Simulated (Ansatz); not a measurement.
# A small benchmark: vertical ionisation energy

6 molecules of light elements (H to F); the vertical ionisation energy in eV, computed less measured. Shapes, held fixed at every level: PBE0-D4/def2-TZVP. No vibrational averaging. Programs: Ansatz 0.2.0. Measured values: NIST CCCBDB.

Levels: A = PBE0-D4/def2-TZVPP; B = wB97X-V/def2-TZVPP; C = B2PLYP/def2-TZVPP; D = CCSDTQ/STO-3G.

```tsv
molecule	measured	A	B	C	D
CO (carbon monoxide)	14.01	-0.02	+0.19	-0.02	-3.22
N2 (nitrogen)	15.58	+0.17	+0.34	+0.04	-2.23
HCN (hydrogen cyanide)	13.61	+0.04	+0.04	+0.17	-2.08
CO2 (carbon dioxide)	13.78	-0.03	+0.03	+0.11	-3.95
C2H2 (acetylene)	11.49	-0.19	-0.19	-0.10	-1.43
H2CO (formaldehyde)	10.88	-0.13	-0.07	-0.01	-2.98
```

Question: Sum up the errors.

Answer: 
```tsv
level	kind	mean error	mean absolute error	worst case
PBE0-D4/def2-TZVPP	global hybrid	-0.027	0.097	C2H2
wB97X-V/def2-TZVPP	range-separated hybrid	+0.057	0.143	N2
B2PLYP/def2-TZVPP	double hybrid	+0.032	0.075	HCN
CCSDTQ/STO-3G	coupled cluster or CI	-2.648	2.648	CO2
```

On this set B2PLYP/def2-TZVPP has the smallest mean absolute error and CCSDTQ/STO-3G the largest. PBE0-D4/def2-TZVPP is too low in 4 of 6; wB97X-V/def2-TZVPP is too high in 4 of 6; CCSDTQ/STO-3G is too low in 6 of 6. The levels differ in basis as well as in method. The smallest two are near a tie. The set is small.
